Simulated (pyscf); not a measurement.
This saddle point was located with ωB97X-D3(BJ)/def2-SVP in PySCF.

```
B
O 1 1.3378
H 2 0.9670 1 114.88
H 1 1.2167 2 124.26 3 -0.07
H 1 1.5840 4 124.30 2 179.15
H 5 0.9084 1 173.98 4 -172.15
```
Charge 0, spin multiplicity 2.

Surface: doublet, charge 0. Lowest wavenumbers (cm⁻¹): 788i, 157, 213, 766, 879.

### Question
What reaction is this the transition state of?

### Answer
H₂B–OH + H atom (H•) ⇌ [HB–OH]• + hydrogen (H₂), a hydrogen abstraction read from left to right: B–H broken and H–H formed. At ωB97M-D3(BJ)/def2-TZVP it lies +0.50 eV from the left side and +0.34 eV from the right (each side as separated species at their lowest minima found). [HB–OH]• lies 0.25 eV over its isomer H₂B–O• (electronic energy, ωB97M-D3(BJ)/def2-TZVP). This is the saddle that the search found; another between the same sides may lie lower. The angle at the transferred H is 174°.
